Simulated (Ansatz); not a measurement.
## Scan of GaH$_{2}$⁺, triplet

Starting geometry (PBE0/def2-TZVP stationary point for this spin, not checked as a minimum):

```yaml
atoms:
  - { symbol: Ga, position_ang: [0.0000, 0.0000, -0.0402] }
  - { symbol: H, position_ang: [0.0000, 1.0383, 1.3910] }
  - { symbol: H, position_ang: [0.0000, -1.0383, 1.3910] }
```

From there all distances are scaled together; atoms are numbered as listed. Energies are in eV, counted from the starting geometry at the same level.

Basis aug-cc-pVTZ; Ansatz 0.2.0. Correlated methods freeze the noble-gas cores and the filled d shells of p-block atoms. R marks a restricted (for open shells ROHF) determinant, U an unrestricted one. No spin–orbit coupling is included, and no scalar relativity.

The frozen core of the U runs drifts against the reference's along the scan: U less R at the highest common level changes by 21 meV, which enters the U errors.

Full CI is exact within this basis and frozen core; it isn't the basis-set limit. The frozen core follows each run's orbitals, which can shift R against U totals by a few meV for light atoms and by up to 0.1 eV past Ca.

| scale of all distances | full CI | unpaired electrons (full CI) | error UHF | error RCCSD | error RCCSD(T) | error UCCSD(T) | error BCCD(T) | error RCCSDT |
| --- | --- | --- | --- | --- | --- | --- | --- | --- |
| 0.864 | 0.506 | 2.02 | 0.025 | -0.006 | -0.004 | -0.011 | -0.004 | -0.002 |
| 1.000 | 0.000 | 2.03 | 0.000 | 0.000 | 0.000 | 0.000 | 0.000 | 0.000 |
| 1.130 | 0.139 | 2.04 | -0.101 | -0.007 | -0.001 | 0.004 | 0.000 | 0.000 |
| 1.275 | 0.375 | 2.05 | -0.248 | -0.018 | -0.003 | 0.006 | -0.004 | 0.000 |
| 1.502 | 0.545 | 2.04 | -0.393 | -0.034 | -0.007 | 0.006 | -0.008 | 0.000 |
| 1.753 | 0.611 | 2.04 | -0.463 | -0.042 | -0.009 | 0.005 | -0.010 | 0.000 |
| 2.030 | 0.657 | 2.04 | -0.496 | -0.046 | -0.010 | 0.004 | -0.011 | 0.000 |
| 2.377 | 0.693 | 2.04 | -0.513 | -0.047 | -0.011 | 0.003 | -0.011 | 0.000 |

Unpaired electrons are Σ n²(2−n)² over natural occupations. Errors are those of relative energies. In total energy the starting point itself misses full CI by: UHF 1.531, RCCSD 0.048, RCCSD(T) 0.011, UCCSD(T) -0.003, BCCD(T) 0.012, RCCSDT 0.000 eV.

Spread of the error over the points with a reference, to 2.377 (largest less smallest): RCCSDT 0.002, RCCSD(T) 0.011, BCCD(T) 0.011, UCCSD(T) 0.017, RCCSD 0.047, UHF 0.538 eV.

Going outwards, the relative energy of RCCSD first misses by more than 0.043 eV (1 kcal/mol) at 2.030.
